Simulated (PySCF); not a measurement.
Species: C4H6FN.
SMILES: `C/N=C\C=C/F`

Level of theory: PySCF 2.14.0, density-fitted response routines, TDDFT PBE0/def2-SVPD, vertical, gas phase, core orbitals frozen in the response. Geometry: GFN2-xTB, one conformer, isolated molecule. Torsions of this conformer, `[CH3:1]/[N:2]=[CH:3]\[CH:4]=[CH:5]/[F:6]`: N2–C3–C4–C5 180°.

Computed states:

```tsv
state	E (eV)	f
S1	3.91	0.0006
S2	5.82	0.519
S3	6.70	0.024
S4	7.02	0.024
S5	7.17	0.0055
S6	7.20	0.0008
```

Each state is given a Gaussian of 0.5 eV full width at half maximum, with ε(max) = 2.175×10⁸ f / Δν̃ (Δν̃ the width in cm⁻¹). The width is an assumption, not a result. The curve ends short of the highest state used, and states not computed would add to its high-energy end.

Task: Give the broadened spectrum and its maxima.

Result: 
(λ (nm), ε (L mol⁻¹ cm⁻¹)): (187.8, 1387), (194.9, 1410), (201.9, 8736), (209.0, 24118), (216.1, 26147), (223.1, 13329), (230.2, 3598), (237.3, 580), (244.3, 63), (251.4, 5), (258.5, 0), (265.5, 0), (272.6, 0), (279.7, 2), (286.7, 5), (293.8, 11), (300.9, 21), (307.9, 29), (315.0, 34), (322.1, 33), (329.1, 27), (336.2, 20), (343.2, 13), (350.3, 8), (357.4, 4), (364.4, 2), (371.5, 1), (378.6, 0), (385.6, 0), (392.7, 0)

Maxima: 317 nm (3.91 eV), ε about 34, made up of S1 (100%); 213 nm (5.82 eV), ε about 28000, made up of S2 (100%) (ε in L mol⁻¹ cm⁻¹; maxima over ε = 5, shares over 10%). At its high-energy end, 6.60 eV, the curve is still rising (ε about 1400, from S3 and S4).

Task: Coming from long wavelengths, where does ε first pass 100 L mol⁻¹ cm⁻¹?

Result: At about 243 nm (5.10 eV), 1.20 eV above S1.

Task: On this curve, what absorbance would a 10⁻⁵ mol/L sample give at 308 nm over a 1 cm path?

Result: 308 nm is 4.025 eV, where ε is about 29 L mol⁻¹ cm⁻¹, so A = ε c l ≈ 0.00029 (Beer–Lambert, with the gas-phase spectrum and the assumed width).

Task: What would ε be at 5.82 eV, the highest of these maxima, with half the width (0.25 eV)?

Result: About 56000 L mol⁻¹ cm⁻¹ against 28000, a factor of about 2.00; a lone state at its own centre would give exactly 2.

Rough CPU time on one thread of a shared machine: about 40 s.
